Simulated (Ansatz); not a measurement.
`C=C/C(F)=C\F` + H₂ → `F/C=C/F` + `C=C`  (hydrogenolysis of a C–C bond)

Calculated with Ansatz (gas phase, PBE0-D4/def2-TZVP geometries, no zero-point term in ΔE). CBS: MP2 limit from def2 TZ/QZ plus the TZ coupled-cluster correction, frozen cores. This one scheme is used for every species. Double bonds are as drawn, so ΔE can hold a change between cis and trans. DFT in def2-TZVPP. One conformer a species, not always the lowest.

CCSD(T)/CBS gives -15.0 kJ/mol.

**Question.** Another level gave +1.5 kJ/mol. Which?
A. r2SCAN0/def2-TZVPP
B. BHLYP/def2-TZVPP
C. B2PLYP/def2-TZVPP
D. revPBE-D4/def2-TZVPP

**Answer.** D. revPBE-D4 1.5, BHLYP -24.8, B2PLYP -16.7, r2SCAN0 -9.5 kJ/mol.

Largest T1 diagnostic among the species: 0.012.

At CCSD(T), def2-SVP lies +3.2 kJ/mol from the extrapolated value and def2-TZVPP −0.6 kJ/mol. From BLYP to BHLYP (50 % exact exchange), in def2-TZVPP and without D4, ΔE moves by −6.7 kJ/mol. The D4 term adds +9.5 kJ/mol with B3LYP and +5.2 kJ/mol with PBE0; it sums over pairs of atoms, weighted by their polarisabilities, and B3LYP, whose exchange is more repulsive, gets the larger term.

B3LYP here is the variant with VWN-RPA as its local correlation; programs differ in this.
